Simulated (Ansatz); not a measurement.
**Nudged elastic band run: AlH$_{5}$OSi**

Input file:

```yaml
crystal:
  periodic: [false, false, false]
  atoms:
    - { symbol: Al, position_ang: [0.591781, 0.058515, -0.334876] }
    - { symbol: O, position_ang: [0.211295, -0.169547, 1.319924] }
    - { symbol: Si, position_ang: [-0.361467, -0.475548, 2.850356] }
    - { symbol: H, position_ang: [-1.632493, -1.283104, 2.793668] }
    - { symbol: H, position_ang: [0.66064, -1.248363, 3.640895] }
    - { symbol: H, position_ang: [-0.645373, 0.821502, 3.560113] }
    - { symbol: H, position_ang: [2.097211, 0.433182, -0.696648] }
    - { symbol: H, position_ang: [-0.577796, -0.117338, -1.404131] }
basis:
  gaussian: { orbitals: def2-SVP }
hamiltonian:
  xc: pbe
  dispersion: d4
neb:
  order_check: false
  images: 5
  f_tol: 0.05
  max_iterations: 60
  final_atoms:
    - { symbol: Al, position_ang: [0.39356488, -0.57512928, -0.81558227] }
    - { symbol: O, position_ang: [0.67294571, 0.47972736, 0.8289505] }
    - { symbol: Si, position_ang: [-0.22760311, -0.42125833, 2.10729942] }
    - { symbol: H, position_ang: [-1.73031445, -0.33039701, 2.12984158] }
    - { symbol: H, position_ang: [0.37405933, -1.68714088, 2.65729544] }
    - { symbol: H, position_ang: [0.17494797, 0.6166852, 3.1700024] }
    - { symbol: H, position_ang: [1.13755561, 1.30214657, 1.08056218] }
    - { symbol: H, position_ang: [-0.45135793, -1.36533462, 0.57093174] }
  initial_path:
    images:
      - { positions_ang: [[0.591781, 0.058515, -0.334876], [0.211295, -0.169547, 1.319924], [-0.361467, -0.475548, 2.850356], [-1.632493, -1.283104, 2.793668], [0.66064, -1.248363, 3.640895], [-0.645373, 0.821502, 3.560113], [2.097211, 0.433182, -0.696648], [-0.577796, -0.117338, -1.404131]] }
      - { positions_ang: [[0.40142464, 0.03313026, -0.22436049], [0.56392748, -0.1122183, 1.39105247], [-0.2605311, -0.44858214, 2.72783088], [-1.41193401, -1.26830453, 2.43460142], [0.5702759, -1.20436529, 3.65065018], [-0.68036709, 0.82286395, 3.33608067], [1.98585213, 0.28466432, -0.38294936], [-0.82484994, -0.08788926, -1.20360476]] }
      - { positions_ang: [[0.21106827, 0.00774551, -0.11384498], [0.91655996, -0.0548896, 1.46218095], [-0.1595952, -0.42161629, 2.60530576], [-1.19137502, -1.25350506, 2.07553483], [0.4799118, -1.16036757, 3.66040536], [-0.71536119, 0.82422591, 3.11204833], [1.87449326, 0.13614664, -0.06925073], [-1.07190388, -0.05844053, -1.00307853]] }
      - { positions_ang: [[0.02071191, -0.01763923, -0.00332946], [1.26919244, 0.0024391, 1.53330942], [-0.0586593, -0.39465043, 2.48278064], [-0.97081602, -1.23870559, 1.71646825], [0.3895477, -1.11636986, 3.67016054], [-0.75035528, 0.82558786, 2.888016], [1.76313439, -0.01237105, 0.24444791], [-1.31895783, -0.02899179, -0.80255229]] }
      - { positions_ang: [[0.14499623, -0.20346925, -0.2740804], [1.07044353, 0.16153519, 1.29852311], [-0.1149739, -0.40351973, 2.35762023], [-1.22398217, -0.93593606, 1.85425936], [0.38438491, -1.30662687, 3.33253884], [-0.44192087, 0.75595364, 2.98201147], [1.55460813, 0.42580149, 0.52315267], [-1.02975786, -0.4744394, -0.34472428]] }
      - { positions_ang: [[0.26928055, -0.38929927, -0.54483134], [0.87169462, 0.32063127, 1.06373681], [-0.17128851, -0.41238903, 2.23245983], [-1.47714831, -0.63316654, 1.99205047], [0.37922212, -1.49688387, 2.99491714], [-0.13348645, 0.68631942, 3.07600693], [1.34608187, 0.86397403, 0.80185743], [-0.7405579, -0.91988701, 0.11310373]] }
      - { positions_ang: [[0.39356488, -0.57512928, -0.81558227], [0.67294571, 0.47972736, 0.8289505], [-0.22760311, -0.42125833, 2.10729942], [-1.73031445, -0.33039701, 2.12984158], [0.37405933, -1.68714088, 2.65729544], [0.17494797, 0.6166852, 3.1700024], [1.13755561, 1.30214657, 1.08056218], [-0.45135793, -1.36533462, 0.57093174]] }
```

Run as:

```bash
$ ansatz run input.yaml --threads 2 --pin off --max-ram 3072MiB --backend cpu --events-out ev --progress --plain --runs-dir out
```

Output, in part (warnings, iteration lines, the closing report on the highest movable image, with atoms numbered from 0):

```
NEB end point (image 0): max|allowed force component| = 3.181e-3 eV/Å (the criterion of neb.relax_end_points is 1.000e-2)
NEB end point (image 6): max|allowed force component| = 1.994e-2 eV/Å (the criterion of neb.relax_end_points is 1.000e-2)
NEB iter   1: max|band force component| = 1.597e1 eV/Å  barrier→ = 7.1185 eV  barrier← = 5.2326 eV  Δτ_max = 0.2000 Å  (177 SCF iters)
NEB iter   2: max|band force component| = 4.819e0 eV/Å  barrier→ = 4.4134 eV  barrier← = 2.5275 eV  Δτ_max = 0.2000 Å  (152 SCF iters)
NEB iter   3: max|band force component| = 2.206e0 eV/Å  barrier→ = 3.3696 eV  barrier← = 1.4837 eV  Δτ_max = 0.1988 Å  (138 SCF iters)
NEB iter   4: max|band force component| = 1.526e0 eV/Å  barrier→ = 2.7886 eV  barrier← = 0.9027 eV  Δτ_max = 0.2000 Å  (142 SCF iters)
NEB iter   5: max|band force component| = 1.143e0 eV/Å  barrier→ = 2.4827 eV  barrier← = 0.5967 eV  Δτ_max = 0.2000 Å  (136 SCF iters)
NEB iter   6: max|band force component| = 8.752e-1 eV/Å  barrier→ = 2.6254 eV  barrier← = 0.7394 eV  Δτ_max = 0.2000 Å  (143 SCF iters)
NEB iter   7: max|band force component| = 8.393e-1 eV/Å  barrier→ = 2.9033 eV  barrier← = 1.0173 eV  Δτ_max = 0.2000 Å  (140 SCF iters)
NEB iter   8: max|band force component| = 7.844e-1 eV/Å  barrier→ = 3.0507 eV  barrier← = 1.1647 eV  Δτ_max = 0.1940 Å  (139 SCF iters)
NEB iter   9: max|band force component| = 5.434e-1 eV/Å  barrier→ = 2.9538 eV  barrier← = 1.0679 eV  CI = image 3  Δτ_max = 0.1994 Å  (133 SCF iters)
NEB iter  10: max|band force component| = 2.831e-1 eV/Å  barrier→ = 2.8958 eV  barrier← = 1.0099 eV  CI = image 3  Δτ_max = 0.1711 Å  (134 SCF iters)
NEB iter  11: max|band force component| = 2.775e-1 eV/Å  barrier→ = 2.8628 eV  barrier← = 0.9768 eV  CI = image 3  Δτ_max = 0.0721 Å  (132 SCF iters)
NEB iter  12: max|band force component| = 1.822e-1 eV/Å  barrier→ = 2.8535 eV  barrier← = 0.9676 eV  CI = image 3  Δτ_max = 0.0819 Å  (133 SCF iters)
NEB iter  13: max|band force component| = 9.728e-2 eV/Å  barrier→ = 2.8464 eV  barrier← = 0.9605 eV  CI = image 3  Δτ_max = 0.0666 Å  (131 SCF iters)
NEB iter  14: max|band force component| = 7.283e-2 eV/Å  barrier→ = 2.8429 eV  barrier← = 0.9570 eV  CI = image 3  Δτ_max = 0.0398 Å  (132 SCF iters)
NEB iter  15: max|band force component| = 6.795e-2 eV/Å  barrier→ = 2.8414 eV  barrier← = 0.9554 eV  CI = image 3  Δτ_max = 0.0469 Å  (126 SCF iters)
NEB iter  16: max|band force component| = 9.248e-2 eV/Å  barrier→ = 2.8404 eV  barrier← = 0.9544 eV  CI = image 3  Δτ_max = 0.0231 Å  (135 SCF iters)
NEB iter  17: max|band force component| = 4.015e-2 eV/Å  barrier→ = 2.8397 eV  barrier← = 0.9537 eV  CI = image 3  Δτ_max = 0.0182 Å  (120 SCF iters)
NEB iter  18: max|band force component| = 4.015e-2 eV/Å  barrier→ = 2.8392 eV  barrier← = 0.9532 eV  CI = image 3  Δτ_max = 0.0210 Å  (27 SCF iters)
NEB iter  19: max|band force component| = 5.057e-2 eV/Å  barrier→ = 2.8386 eV  barrier← = 0.9527 eV  CI = image 3  Δτ_max = 0.0233 Å  (27 SCF iters)
NEB iter  20: max|band force component| = 5.622e-2 eV/Å  barrier→ = 2.8381 eV  barrier← = 0.9521 eV  CI = image 3  Δτ_max = 0.0116 Å  (134 SCF iters)
NEB iter  21: max|band force component| = 5.929e-2 eV/Å  barrier→ = 2.8378 eV  barrier← = 0.9518 eV  CI = image 3  Δτ_max = 0.0117 Å  (128 SCF iters)
NEB iter  22: max|band force component| = 6.299e-2 eV/Å  barrier→ = 2.8375 eV  barrier← = 0.9515 eV  CI = image 3  Δτ_max = 0.0233 Å  (123 SCF iters)
NEB iter  23: max|band force component| = 7.939e-2 eV/Å  barrier→ = 2.8369 eV  barrier← = 0.9509 eV  CI = image 3  Δτ_max = 0.0466 Å  (124 SCF iters)
NEB iter  24: max|band force component| = 1.315e-1 eV/Å  barrier→ = 2.8359 eV  barrier← = 0.9499 eV  CI = image 3  Δτ_max = 0.0233 Å  (132 SCF iters)
NEB iter  25: max|band force component| = 8.593e-2 eV/Å  barrier→ = 2.8354 eV  barrier← = 0.9494 eV  CI = image 3  Δτ_max = 0.0465 Å  (135 SCF iters)
NEB iter  26: max|band force component| = 1.270e-1 eV/Å  barrier→ = 2.8346 eV  barrier← = 0.9487 eV  CI = image 3  Δτ_max = 0.0465 Å  (132 SCF iters)
NEB iter  27: max|band force component| = 1.315e-1 eV/Å  barrier→ = 2.8341 eV  barrier← = 0.9481 eV  CI = image 3  Δτ_max = 0.0927 Å  (125 SCF iters)
NEB iter  28: max|band force component| = 1.003e-1 eV/Å  barrier→ = 2.8338 eV  barrier← = 0.9478 eV  CI = image 3  Δτ_max = 0.0922 Å  (132 SCF iters)
NEB iter  29: max|band force component| = 1.041e-1 eV/Å  barrier→ = 2.8336 eV  barrier← = 0.9477 eV  CI = image 3  Δτ_max = 0.0917 Å  (127 SCF iters)
NEB iter  30: max|band force component| = 1.814e-1 eV/Å  barrier→ = 2.8335 eV  barrier← = 0.9476 eV  CI = image 3  Δτ_max = 0.0456 Å  (128 SCF iters)
NEB iter  31: max|band force component| = 1.746e-1 eV/Å  barrier→ = 2.8335 eV  barrier← = 0.9475 eV  CI = image 3  Δτ_max = 0.0457 Å  (123 SCF iters)
NEB iter  32: max|band force component| = 1.067e-1 eV/Å  barrier→ = 2.8334 eV  barrier← = 0.9474 eV  CI = image 3  Δτ_max = 0.0455 Å  (122 SCF iters)
NEB iter  33: max|band force component| = 1.403e-1 eV/Å  barrier→ = 2.8334 eV  barrier← = 0.9474 eV  CI = image 3  Δτ_max = 0.0228 Å  (116 SCF iters)
NEB iter  34: max|band force component| = 3.624e-2 eV/Å  barrier→ = 2.8334 eV  barrier← = 0.9474 eV  CI = image 3  Δτ_max = 0.0000 Å  (244 SCF iters)
Total energy: -16585.44625472 eV, -609.5039078416 hartree
Atom 0 at     0.637739    -0.178754    -0.767301 Å, force     0.000396     0.000121    -0.000319 eV/Å
Atom 1 at     0.400590    -0.157575     1.126647 Å, force    -0.000759    -0.000126    -0.000458 eV/Å
Atom 2 at    -0.236963    -0.270723     2.709763 Å, force     0.000618    -0.000278     0.000232 eV/Å
Atom 3 at    -1.688224    -0.651897     2.613262 Å, force     0.000064    -0.000125     0.000086 eV/Å
Atom 4 at     0.517734    -1.314585     3.482521 Å, force     0.000632     0.000623     0.000113 eV/Å
Atom 5 at    -0.098430     1.056793     3.398613 Å, force    -0.000779     0.000233    -0.000185 eV/Å
Atom 6 at     1.558877     0.170463     0.677655 Å, force     0.000018    -0.001140     0.000627 eV/Å
Atom 7 at    -0.747526    -0.634422    -1.511859 Å, force    -0.000191     0.000690    -0.000095 eV/Å
Dipole moment:    -0.094198    -0.016152     0.239518 e Å
```

It converged. The band force fell under the threshold earlier too, but the program's further tests of the path sent the band on. Neighbouring images differ by up to 2.7 eV, so the band resolves the path poorly. A vibrational analysis at the climbing image gives one clearly imaginary mode, 1293i cm⁻¹: a first-order saddle point. The orbitals stay closed-shell, which can raise the energy where a bond breaks towards radicals; this wasn't checked here.

Final band (atoms are numbered from 1 in the order of the input):

```csv
image,path coordinate (Å),energy (kJ/mol),Al1–H7 (Å),O2–H7 (Å)
0,0.00,0.0,1.59,2.83
1,1.29,1.3,1.59,2.83
2,2.58,14.6,1.57,2.57
3,3.87,273.4,1.75,1.28
4,5.09,210.0,2.55,0.98
5,6.30,204.6,2.68,0.98
6,7.52,182.0,2.77,0.98
```

Run time: 82 s on 2 threads of Intel(R) Xeon(R) 6975P-C (Granite Rapids) (shared host), peak memory 0.17 GiB.
